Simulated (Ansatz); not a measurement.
## One elementary step

Start structure (CH5OSi, doublet), relaxed at PBE0-D4/def2-TZVP:

O1  (1.172, -0.568, 0.767)
C2  (0.458, -0.682, 1.721)
Si3  (-0.201, 0.860, -1.552)
H4  (0.807, -1.165, 2.654)
H5  (-0.585, -0.310, 1.717)
H6  (-0.830, 1.718, -2.598)
H7  (-1.229, 0.493, -0.539)
H8  (0.407, -0.344, -2.170)
(Å)

The step: CH₂O ([CH2][O]) + SiH₃ → CH₅OSi ([CH2][O][SiH3]); bonds formed: O1–Si3. Computed with Ansatz 0.2.0 (basis: def2-TZVPP and def2-QZVPP); correlated methods freeze the cores; orbitals are unrestricted. Extrapolation: Hartree–Fock as exp(−7.88 √X), correlation as X^−2.97. Energies below are by CCSD(T) at an estimated basis limit (MP2 extrapolated from triple and quadruple zeta, plus CCSD(T) − MP2 in triple zeta).

(1) What are the electronic barrier and the energy of the step, from the start structure to the end structure? (To be estimated.)

T1 diagnostic: at most 0.027. ⟨S²⟩ of the unrestricted Hartree–Fock references: 0.75 to 0.83 (a pure state has 0.75). The unrestricted reference is spin-contaminated, which hurts MP2 most.

Answers

(1) By the calculation: Barrier 27.6 kJ/mol; step energy -151.6 kJ/mol (downhill); reverse barrier, their difference, 179.3 kJ/mol. Barrier and step energy count from the start structure, the reverse barrier from the end structure.

The saddle point: One imaginary mode of 328i cm⁻¹.
```tsv
pair	start (Å)	saddle (Å)	end (Å)
O1–Si3	3.05	2.26	1.66
```

Zero-point energy (harmonic, PBE0-D4): ZPE is 130.5 kJ/mol at the start and 132.6 kJ/mol at the saddle, so the barrier goes from 27.6 to 29.7 kJ/mol.

Radical steps of this kind take place in plasma deposition and etching.

Labels in which every atom is bracketed show which atoms are joined, not bond orders.

For scale, one of the runs: CCSD(T)/def2-TZVPP, 174 basis functions, launched by `ansatz run in.yaml --threads 4 --pin off --events-out ev --progress --plain --max-ram 9574MiB`. Time: 57 s of wall clock on 4 CPU threads of an Arm Neoverse V1; the host was shared. Peak host memory: 3.8 GiB.
